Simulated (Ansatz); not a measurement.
Results of r²SCANh (Ansatz, a quantum-chemistry and plane-wave program, plane waves, PAW) for chalcopyrite CuGaSe2.

Run with plane-wave cutoff 520 eV, 6×6×6 k mesh, Fermi–Dirac smearing 0.01 eV, no spin polarisation, scalar-relativistic PAW data made under PBE.

Cell (measured lattice):

```yaml
crystal:
  lattice:
    - [2.80955, -2.80955, 5.51300]
    - [-2.80955, 2.80955, 5.51300]
    - [-2.80955, -2.80955, -5.51300]
  atoms:
    - { symbol: Ga, position: [0.50000, 0.50000, 0.00000] }
    - { symbol: Ga, position: [0.25000, 0.75000, 0.50000] }
    - { symbol: Cu, position: [0.00000, 0.00000, 0.00000] }
    - { symbol: Cu, position: [0.75000, 0.25000, 0.50000] }
    - { symbol: Se, position: [0.87500, 0.87438, 0.49938] }
    - { symbol: Se, position: [0.12562, 0.62500, 0.00062] }
    - { symbol: Se, position: [0.37500, 0.37562, 0.50062] }
    - { symbol: Se, position: [0.62438, 0.12500, 0.99938] }
```

Q: What does this level give for the band gap?

A: 
* **band gap**: 1.29 eV (on the SCF k mesh) (direct)

Measured, for comparison: band gap 1.67 eV (temperature not stated, not corrected to a static lattice, direct or pseudo-direct at Γ; as tabulated in Ghosh et al. (2024), arXiv:2401.16805).

Note: cell and atoms aren't relaxed at this level (largest force component 0.08 eV/Å).

Spin–orbit coupling is not included.

Static lattice: no zero-point or thermal effects.
